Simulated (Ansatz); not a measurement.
## What a trial cell of CsOs relaxes into

Theory: DFT PBE, scalar-relativistic, plane waves, PAW (Ansatz). Cutoff 420 eV, Γ-centred k mesh, Gaussian smearing, no spin polarisation in the final step.

A relaxed cell is given with its space group left out.

```xyz
2
Lattice="3.7198 0.0000 0.0000 0.0000 3.7198 0.0000 0.0000 0.0000 3.7198" Properties=species:S:1:pos:R:3 pbc="T T T"
Cs    0.0000    0.0000    0.0000
Os    1.8599    1.8599    1.8599
```

The zero of energy is the elements' standard structures at the same level; no fitted shifts are applied.

Question: What space group does it have?

Answer: Pm-3m (No. 221). Conventional cell: a = 3.720 Å. Around Cs lie 8 Os at 3.22 Å and 6 Cs at 3.72 Å; Os is coordinated by 8 Cs at 3.22 Å and 6 Os at 3.72 Å.

Question: What is its formation energy per atom?

Answer: 3.04 eV/atom.

Question: Is it a metal?

Answer: Yes, bands cross the Fermi level on the 16×16×16 mesh.

The final run used a 16×16×16 mesh on its 2-atom cell and 0.10 eV smearing. For metals, differences of a few meV/atom aren't resolved. Spin–orbit coupling is left out. The cell came from a trial start, so CsOs may not exist in this structure.

Cost: 3 runs of about 1.5 core-minutes in all, on AMD EPYC 7R43 (Zen 3) (shared hosts).